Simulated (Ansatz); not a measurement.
**Worked example: the barrier**

An elementary step of BH₃ClF, singlet (BH₂F ([BH2][F]) + HCl → BH₂Cl ([BH2][Cl]) + HF; bonds formed: B1–Cl6, F2–H5; bonds broken: B1–F2, H5–Cl6). “Start” is the structure reached by relaxing down from the saddle towards the reactants; PBE0-D4/def2-TZVP structures. The saddle:

```
atom    x (Å)    y (Å)    z (Å)
  B1  -0.2823   0.0475  -0.4550
  F2   0.9364   0.8284   0.0289
  H3   0.0032  -0.6717  -1.3572
  H4  -1.2596   0.7234  -0.4282
  H5   0.8019   0.0908   0.9536
 Cl6  -0.1996  -1.0184   1.2580
```

Computed with Ansatz 0.2.0 (basis: def2-TZVPP and def2-QZVPP); correlated methods freeze the cores.

Energies in eV:

| quantity | saddle | start |
| --- | --- | --- |
| Hartree–Fock, triple zeta (X = 3) | -15929.97149 | -15931.68094 |
| Hartree–Fock, quadruple zeta (X = 4) | -15930.47253 | -15932.19204 |
| MP2 correlation, X = 3 | -16.08452 | -15.30966 |
| MP2 correlation, X = 4 | -17.49970 | -16.70564 |
| CCSD(T) correlation, X = 3 | -17.42850 | -16.75138 |

**Question.** Work out the barrier at the basis limit: extrapolate Hartree–Fock as E(X) = E∞ + A exp(−7.88 √X) and the MP2 correlation as E(X) = E∞ + B X^−2.97 (the exponents that Neese and Valeev fitted for def2-TZVPP and QZVPP), then add CCSD(T) − MP2 in triple zeta.

**Answer.** Each step is linear, so take the differences first (saddle − start): Hartree–Fock 1.70945 (X = 3) and 1.71951 (X = 4); MP2 correlation -0.77486 and -0.79406; CCSD(T) correlation -0.67712.
Two points give E∞ = E(4) + w [E(4) − E(3)], with w = 1/(exp(7.88 (2 − √3)) − 1) = 0.1377 for Hartree–Fock and w = 1/((4/3)^2.97 − 1) = 0.7407 for the correlation.
Hartree–Fock: 1.71951 + 0.1377 × 0.01006 = 1.7209 eV.
MP2 correlation: -0.79406 + 0.7407 × (-0.01920) = -0.8083 eV.
CCSD(T) − MP2: -0.67712 − (-0.77486) = 0.0977 eV.
Sum: 1.7209 + (-0.8083) + 0.0977 = 1.0103 eV, or 23.30 kcal/mol. Plain CCSD(T) in triple zeta gives 1.0323 eV, so the larger basis shifts the result by -0.0220 eV.

T1 diagnostic: at most 0.012.

Labels in which every atom is bracketed show which atoms are joined, not bond orders.

For scale, one of the runs: CCSD(T)/def2-TZVPP, 146 basis functions, launched by `ansatz run in.yaml --threads 2 --pin off --events-out ev --progress --plain --max-ram 4352MiB`. Time: 9.5 s of wall clock on 2 CPU threads of an Intel Xeon Platinum 8488C; the host was shared. Peak host memory: 0.91 GiB.
